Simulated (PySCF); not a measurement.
**Structure from 2D NMR**

Compound of formula C₅H₇F. Correlations simulated from computed shifts and couplings:

HSQC (one-bond C–H):
```csv
δH,δC,"¹J(C,H) (Hz)"
6.58,139.8,158
5.94,116.1,160
5.27,120.9,166
5.13,120.9,171
1.99,15.9,135
```

COSY cross peaks (|J| ≥ 2 Hz):
```csv
δH,δH,abs. J (Hz),bonds
6.58,5.94,12.7,3
6.58,5.27,17.9,3
6.58,5.13,11.7,3
```

HMBC (two and three bonds, |J| ≥ 2.5 Hz):
```csv
δH,δC [abs. J in Hz]
6.58,"171.3 [3.5], 116.1 [4.5]"
5.94,"171.3 [8.1], 120.9 [6.3], 15.9 [5.3]"
5.27,116.1 [9.4]
5.13,116.1 [14.5]
1.99,"171.3 [7.0], 116.1 [3.9]"
```

Carbons without hydrogens: δ 171.3.

Theory: B3LYP/pcJ-1 coupling constants (spin–dipole term only in couplings to heteroatoms), PBE0-D3(BJ)/def2-SVP geometry, NMR shieldings at B97-2/pcSseg-2/GIAO, in PySCF (a single conformation, non-relativistic Hamiltonian, one averaged value for each set of equivalent atoms, isolated molecule).

Chemical shifts δ = σref − σ; ¹H (σref 31.36) and ¹³C (σref 183.46) against TMS, all at this level.

Exchangeable hydrogens are left out of these lists, and C,H couplings along chains are those of one rotamer, so weak HMBC peaks may be missing or extra.

Q: Which molecule is this?

A: `C/C(=C\C=C)F`.

Atom-mapped SMILES (the numbers label the heavy atoms): `[CH2:1]=[CH:2]/[CH:3]=[C:4](\[CH3:5])[F:6]` (H(Xn): hydrogen on atom n). Ha(C1) is cis to C3; Hb(C1) is trans to C3.

- δC 171.3 is C4, a fully substituted alkene carbon.
- δC 139.8 is C2, an alkene CH (δH 6.58).
- δC 120.9 is C1, a terminal =CH2 carbon (δH 5.27, 5.13).
- δC 116.1 is C3, an alkene CH (δH 5.94).
- δC 15.9 is C5, an allylic methyl carbon (δH 1.99).
- HMBC from δH 6.58 reaches the proton-free carbon C4.
- HMBC from δH 5.94 reaches the proton-free carbon C4.
- HMBC from δH 1.99 reaches the proton-free carbon C4.
- COSY links 6.58–5.94, 6.58–5.27, 6.58–5.13.

This is the structure that produced the data.

Common functionals overestimate the size of one-bond C–F couplings by tens of Hz; these are unscaled. Unscaled 3J(H,H) at this level run about 10 % above measured values. Shifts are as computed. Against solution values, carbons near 30 ppm lie about +4 ppm off and those near 130 ppm about +7 ppm. Of 1211 compounds with measured shifts, 218 miss one by over three times the rms of a fit or turn the order of signals round; such compounds aren't used in these exercises.
